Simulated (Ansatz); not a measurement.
Worked example: correlation energy of Cl–CH–Ga, doublet

Geometry: a PBE0/def2-TZVP stationary point for this spin, not checked as a minimum.

```xyz
4

Cl    0.0000   -0.2243    1.9932
C     0.0000    0.8739    0.6620
Ga    0.0000   -0.0640   -1.1423
H     0.0000    1.9032    1.0230
```

Basis cc-pVTZ; Ansatz 0.2.0. Correlated methods freeze the noble-gas cores and the filled d shells of p-block atoms, which leaves 15 electrons in 101 orbitals. R marks a restricted (for open shells ROHF) determinant, U an unrestricted one. No spin–orbit coupling is included, and no scalar relativity.

Full CI isn't at hand for all of this; UCCSDT(Q) serves as the reference, and is uncertain by the last step of the cluster series or more.

UCCSD has a T1 diagnostic of 0.020 and a largest doubles amplitude of 0.08.

Runs differ by some tens of microhartree through their thresholds and, for an open shell, their frozen cores, so steps under 0.03 kcal/mol mean nothing.

```json
{"level": "UHF", "total energy (hartree)": "-2421.215490"}
{"level": "UMP2", "total energy (hartree)": "-2421.593015"}
{"level": "UCCSD", "total energy (hartree)": "-2421.630511"}
{"level": "UCCSD(T)", "total energy (hartree)": "-2421.648570"}
{"level": "UCCSDT", "total energy (hartree)": "-2421.649745"}
{"level": "UCCSDT(Q)", "total energy (hartree)": "-2421.650756"}
```

Task: What is the correlation energy at UCCSDT(Q), and what share of it do UMP2 and UCCSD(T) recover?

Result: E(corr) = -2421.650756 − (-2421.215490) = -0.435266 hartree = -11.844 eV. UMP2: -0.377525 / -0.435266 = 86.73 %. UCCSD(T): -0.433080 / -0.435266 = 99.50 %.

Task: By how many kcal/mol does UCCSD(T) miss UCCSDT(Q) (1 hartree = 627.509 kcal/mol), and which steps make up the rest?

Result: -2421.648570 − (-2421.650756) = 0.002186 hartree = 1.37 kcal/mol. Steps: UCCSDT − UCCSD(T) = -0.74, UCCSDT(Q) − UCCSDT = -0.63 kcal/mol. Differences between like states or geometries often cancel part of this.
